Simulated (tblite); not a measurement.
Start geometry of `Cn1[c]ccc1` [radical] from a force field or distance geometry (Å):
```
atom  x, y, z in Å
C1    -1.8638    0.0883    0.2222
N2    -0.4484    0.1553    0.0277
C3     0.2778    1.2937   -0.1724
C4     1.5945    0.9618   -0.3136
C5     1.6808   -0.4544   -0.1564
C6     0.3986   -0.9254    0.0448
H7    -2.0744   -0.3388    1.2022
H8    -2.2843    1.1043    0.1708
H9    -2.2924   -0.5368   -0.5654
H10    2.4048    1.6432   -0.4772
H11    2.5760   -1.0581   -0.2128
H12    0.0319   -1.9338    0.2040
```

Problem. What comes out of this run: tblite, GFN2-xTB geometry optimisation, gas phase?

Solution. 
```
atom  x, y, z in Å
C1    -1.8683    0.0877    0.2227
N2    -0.4469    0.1506    0.0373
C3     0.2918    1.2558   -0.1751
C4     1.6094    0.9607   -0.3070
C5     1.6790   -0.4506   -0.1642
C6     0.4086   -0.9157    0.0449
H7    -2.1101   -0.3399    1.1991
H8    -2.2826    1.0929    0.1659
H9    -2.3310   -0.5295   -0.5518
H10    2.4240    1.6319   -0.4817
H11    2.5802   -1.0306   -0.2137
H12    0.0470   -1.9141    0.1974
```

The energy falls by 5.4 kJ/mol over 19 L-BFGS steps, the largest force on an atom goes from 1.53 to 0.010 eV/Å, and the atoms move by 0.025 Å rms after alignment. The bond that changes most is N2–C3 (ends: nitrogen bonded to 3 C; carbon bonded to C and N), which shortens by 0.019 Å. Bonds longer at the end by more than 0.005 Å: 0 of 12; shorter: 8. Among the angles that change most is N2–C3–C4, from 109.0° to 111.7°. Rotational constants go from 9434, 3621, 2661 to 9734, 3590, 2667 MHz. The orientation of the end geometry is arbitrary; only internal coordinates are fixed.

Hardware: one thread, Arm Neoverse V2 (aarch64), no GPU, shared host with 96 logical CPUs at a one-minute load of 47. Cost: under 0.1 s.

GFN2-xTB frequencies show an imaginary mode (26i cm⁻¹), so the point is no minimum at that level. 2 starts were optimised and ended at 0.00 and 0.06 kcal/mol (GFN2-xTB); the lowest of these is shown.

The numbers are calculated, not measured.
